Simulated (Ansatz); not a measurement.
**What each rung costs, and what it gives**

The pair of H3O⁺ (SMILES [OH3+], atoms 1–4) and F2 (SMILES FF, atoms 5–6), both closed shells, in one local arrangement (a lower one may exist), relaxed at PBE0-D4/def2-TZVP:

```csv
atom,x (Å),y (Å),z (Å)
O1,0.1354,0.1190,-0.9657
H2,0.8112,-0.4490,-1.3808
H3,-0.0487,-0.1085,-0.0095
H4,-0.6695,0.2019,-1.5108
F5,0.1030,0.6636,2.2953
F6,-0.3313,-0.4273,1.5716
```

Interaction energies are counterpoise-corrected; the time is that of the whole pair.

Ansatz 0.2.0; basis: as named in each row; cores frozen in the correlated methods. B3LYP uses VWN-RPA correlation. Extrapolation: Hartree–Fock as exp(−7.88 √X), correlation as X^−2.97.

Times are rough, for one single point on 2 threads of a shared host (Arm Neoverse V1).

The estimate by CCSD(T) at an estimated basis limit (MP2 extrapolated from triple and quadruple zeta, plus CCSD(T) − MP2 in triple zeta) is -5.82 kcal/mol.

| method | basis | time (s) | interaction energy (kcal/mol) | method less estimate |
| --- | --- | --- | --- | --- |
| HF | STO-3G | under 1 | -7.19 | -1.37 |
| PBE-D4 | STO-3G | under 1 | -20.20 | -14.38 |
| SPW92 | def2-SVP | under 1 | -10.42 | -4.60 |
| B3LYP-D4 | 6-31G | under 1 | -6.81 | -0.99 |
| PBE-D4 | def2-SVP | under 1 | -7.82 | -2.00 |
| PBE0-D4 | def2-SVP | under 1 | -6.51 | -0.69 |
| CCSD(T) | def2-SVP | under 1 | -4.23 | 1.59 |
| PBE-D4 | def2-TZVPPD | 1 | -7.16 | -1.35 |
| revPBE-D4 | def2-TZVPPD | 1 | -6.15 | -0.33 |
| BLYP-D4 | def2-TZVPPD | 2 | -6.64 | -0.82 |
| PBE0-D4 | def2-TZVPPD | 2 | -6.40 | -0.58 |
| HSE06-D4 | def2-TZVPPD | 2 | -6.40 | -0.58 |
| B3LYP-D4 | def2-TZVPPD | 2 | -6.36 | -0.54 |
| wB97M-V | def2-SVP | 2 | -6.58 | -0.76 |
| r2SCAN-D4 | def2-TZVPPD | 2 | -6.69 | -0.88 |
| B2PLYP | def2-TZVPPD | 3 | -5.78 | 0.04 |
| B97M-V | def2-TZVPPD | 4 | -6.61 | -0.79 |
| wB97X-V | def2-TZVPPD | 4 | -6.00 | -0.18 |
| wB97M-V | def2-TZVPPD | 6 | -6.10 | -0.29 |
| MP2 | def2-QZVPPD | 10 | -5.50 | 0.32 |
| CCSD(T) | def2-TZVPPD | 40 | -5.36 | 0.45 |

No T1 diagnostic of these runs exceeds 0.013. The restricted Hartree–Fock reference is unstable towards an unrestricted one at one or more of these structures.
